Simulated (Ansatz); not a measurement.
**One shape, several levels: triplet CHFO**

Aim: a comparison of 6 runs (UBLYP/STO-3G, UCAM-B3LYP/STO-3G, RPA@PBE/STO-3G, UBCCD(T)/STO-3G, UCCSDT(Q)/STO-3G, FCI/STO-3G) of triplet CHFO. 

The results are computed with Ansatz 0.2.0.

62 further runs of the same task are left out: 2 that didn't finish, 60 set aside as unsound or not needed.

## (1) Starting point

The species is CHFO (4 atoms), meant as a triplet with charge 0. As SMILES of the parent species, `O=CF`. The shape is that of a PBE0-D4/def2-TZVP optimisation. That shape belongs to the parent species and isn't relaxed for this state.

Bond lengths: O1–C2 1.174 Å, C2–F3 1.336 Å, C2–H4 1.097 Å. Angles: O1–C2–F3 122.9°, O1–C2–H4 127.8°, F3–C2–H4 109.3°.

## (2) The energy at UBLYP/STO-3G (run 1)

The input, in.yaml:

```yaml
crystal:
  periodic: [false, false, false]
  atoms:
    - {symbol: O, position_ang: [-0.889340, 0.201180, 0.827740]}
    - {symbol: C, position_ang: [-0.046400, 0.067520, 0.021620]}
    - {symbol: F, position_ang: [0.585200, -1.091810, -0.181820]}
    - {symbol: H, position_ang: [0.350540, 0.823120, -0.667550]}
basis:
  gaussian:
    orbitals: STO-3G
magnetization:
  spin_polarized: true
  initial_magnetization: 2
hamiltonian:
  xc: {name: BLYP}
accuracy: high
```

On the command line:

```sh
ansatz run in.yaml --threads 1 --pin off --max-ram 3480MiB --events-out events.jsonl --progress --plain --runs-dir runs
```

The log of the run:

```text
Warning: RAYON_NUM_THREADS=1 ignored (pool sized by the plan → 1); use --threads N
Functional definition: BLYP
  name "BLYP"
  parameter beta = 0.0042
  parameter a = 0.04918
  parameter b = 0.132
  parameter c = 0.2533
  parameter d = 0.349
  exchange = b88_x(beta = beta)
  correlation = lyp_c(a = a, b = b, c = c, d = d)
273 factors; integrals over basis functions are off by at most 4.8e-8 eV
mean field evaluation 1: about -5718.7402 eV, gradient 3.1e1 eV
mean field evaluation 2: about -5646.3620 eV, gradient 1.1e2 eV
mean field evaluation 4: about -5727.2279 eV, gradient 1.1e1 eV
mean field evaluation 8: about -5728.0992 eV, gradient 1.2e-1 eV
mean field evaluation 16: about -5728.0993 eV, gradient 5.6e-6 eV
mean field evaluation 32: about -5728.0993 eV, gradient 3.2e-4 eV
mean field -5728.09926033 eV, -210.5037651720 hartree, gradient 3.2e-8 eV, S^2 2.000885; 7 other end points of the search recorded, 0 dependent functions left out
reference -5728.09928525 eV, -210.5037660878 hartree; 13, 11 occupied and 3, 5 virtual orbitals, 273 factors
Total energy: -5728.09928525 eV, -210.5037660878 hartree
```

Run time: 2.8 s. Hardware: 1 thread of Intel Xeon Platinum 8259CL at 2.50GHz (Skylake/Cascade Lake), shared host; peak memory 0.13 GiB.

## (3) The energy at UCAM-B3LYP/STO-3G (run 2)

The input, job.yaml:

```yaml
crystal:
  periodic: [false, false, false]
  atoms:
    - {symbol: O, position_ang: [-0.889340, 0.201180, 0.827740]}
    - {symbol: C, position_ang: [-0.046400, 0.067520, 0.021620]}
    - {symbol: F, position_ang: [0.585200, -1.091810, -0.181820]}
    - {symbol: H, position_ang: [0.350540, 0.823120, -0.667550]}
basis:
  gaussian:
    orbitals: STO-3G
magnetization:
  spin_polarized: true
  initial_magnetization: 2
hamiltonian:
  xc: {name: CAM-B3LYP}
accuracy: high
```

On the command line:

```sh
ansatz run job.yaml --threads 1 --pin off --max-ram 3480MiB --events-out events.jsonl --progress --plain --runs-dir runs
```

The log of the run:

```text
Warning: RAYON_NUM_THREADS=1 ignored (pool sized by the plan → 1); use --threads N
Functional definition: CAM-B3LYP
  name "CAM-B3LYP"
  parameter alpha = 0.19
  parameter beta = 0.46
  parameter omega = 0.33/bohr
  parameter ac = 0.81
  exchange = (1 - alpha - beta)*b88_x + beta*b88_x_sr(omega) + alpha*exact_x + beta*exact_x_lr(omega)
  correlation = (1 - ac)*vwn5_c + ac*lyp_c
273 factors; integrals over basis functions are off by at most 4.8e-8 eV
133 factors; integrals over basis functions are off by at most 5.6e-10 eV
mean field evaluation 1: about -5727.0003 eV, gradient 9.3e0 eV
mean field evaluation 2: about -5727.5310 eV, gradient 6.2e0 eV
mean field evaluation 4: about -5727.7547 eV, gradient 6.1e-1 eV
mean field evaluation 8: about -5727.7669 eV, gradient 4.2e-2 eV
mean field evaluation 16: about -5727.7670 eV, gradient 2.0e-5 eV
mean field -5727.76697261 eV, -210.4915538233 hartree, gradient 1.4e-8 eV, S^2 2.001956; 1 other end points of the search recorded, 0 dependent functions left out
reference -5727.76698149 eV, -210.4915541498 hartree; 13, 11 occupied and 3, 5 virtual orbitals, 273 factors
Total energy: -5727.76698149 eV, -210.4915541498 hartree
```

It took 2 s on 1 thread of Intel Xeon Platinum 8259CL at 2.50GHz (Skylake/Cascade Lake), shared host; peak memory 0.13 GiB.

Runs 3 to 5 aren't shown in full; the table further down has their settings and results.

## (4) A single-point energy at FCI/STO-3G (run 6)

Edit job.yaml of step 3 so:

```diff
@@ -10,2 +10,3 @@
     orbitals: STO-3G
+total_charge: 0
 magnetization:
@@ -13,4 +14,5 @@
   initial_magnetization: 2
-hamiltonian:
-  xc: {name: CAM-B3LYP}
+correlation:
+  method: fci
+  frozen_orbitals: {C: 1, F: 1, H: 0, O: 1}
 accuracy: high
```

On the command line:

```sh
ansatz run job.yaml --threads 1 --pin off --max-ram 3480MiB --events-out events.jsonl --progress --plain --runs-dir runs
```

The log of the run (excerpt; [...] marks lines left out):

```text
Warning: RAYON_NUM_THREADS=1 ignored (pool sized by the plan → 1); use --threads N
Functional definition: HF
  name "HF"
[...]
273 factors; integrals over basis functions are off by at most 4.8e-8 eV
[...]
mean field -5706.15875352 eV, -209.6974664184 hartree, gradient 1.3e-8 eV, S^2 2.004671; 5 other end points of the search recorded, 0 dependent functions left out
determinant -5706.15875352 eV, -209.6974664184 hartree, with singles and doubles -5708.69433138 eV, -209.7906471862 hartree
determinant -5704.79804409 eV, -209.6474612693 hartree, with singles and doubles -5707.38052908 eV, -209.7423658421 hartree
3 core orbitals not correlated: weight in the atoms' cores, before any rotation towards them, 1.000 or more for the frozen orbitals, at most 0.000 for the correlated occupied ones
reference -5706.09245978 eV, -209.6950301684 hartree; 10, 8 occupied and 3, 5 virtual orbitals, 273 factors
state -5708.77087419 eV, -209.7934600826 hartree
Total energy: -5708.77087419 eV, -209.7934600826 hartree
```

Wall time 2.5 s (1 thread of Intel Xeon Platinum 8259CL at 2.50GHz (Skylake/Cascade Lake), shared host); peak memory 0.11 GiB.

## (5) The series

```
run              level  frozen core orbitals  energy (Eh)   ⟨S²⟩  wall time
  1       UBLYP/STO-3G                     –  -210.503766  2.001      2.8 s
  2  UCAM-B3LYP/STO-3G                     –  -210.491554  2.002        2 s
  3     RPA@PBE/STO-3G                     3  -209.856275  2.001      5.1 s
  4    UBCCD(T)/STO-3G                     3  -209.792651  2.005     0.54 s
  5   UCCSDT(Q)/STO-3G                     3  -209.793491  2.005      2.2 s
  6         FCI/STO-3G                     3  -209.793460      –      2.5 s
```

## (6) What came out

```
                                          quantity          value
                               run 6: total energy  -209.79346 Eh
run 6: correlation energy (3 core orbitals frozen)      -98.4 mEh
```

In words: Against full CI in this basis: UBCCD(T) +0.8 mEh; UCCSDT(Q) -0.0 mEh. Totals of different functionals can't be ranked against each other. In runs 1, 2, 3, 4, 5, 6 the basis is minimal, so the values are rough. All runs together took 15 s, the longest 5.1 s.
